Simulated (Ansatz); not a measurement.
A run of Ansatz (development build ahead of 0.2.0) on singlet H₂F₂ in separate pieces at this shape:

```xyz
4

F     0.7100    0.0000    4.3000
F    -0.7100    0.0000    4.3000
H     0.3700    0.0000    0.0000
H    -0.3700    0.0000    0.0000
```

Its results:

```
Converged                       : yes
Total energy                    : -199.77281 hartree
Spin squared of the determinant : 0.000
```

Q: Which input gives this output? Name the method, the orbitals and the basis set, and write the input.

A: RHF in 6-31G. An unrestricted run that stays on the closed shell gives the same numbers.

```yaml
crystal:
  periodic: [false, false, false]
  atoms:
    - { symbol: F, position_ang: [0.71, 0.0, 4.3] }
    - { symbol: F, position_ang: [-0.71, 0.0, 4.3] }
    - { symbol: H, position_ang: [0.37, 0.0, 0.0] }
    - { symbol: H, position_ang: [-0.37, 0.0, 0.0] }
basis:
  gaussian: { orbitals: "6-31G" }
hamiltonian:
  xc: hf
```

Caution: no unrestricted run beside it, a lower state can exist.
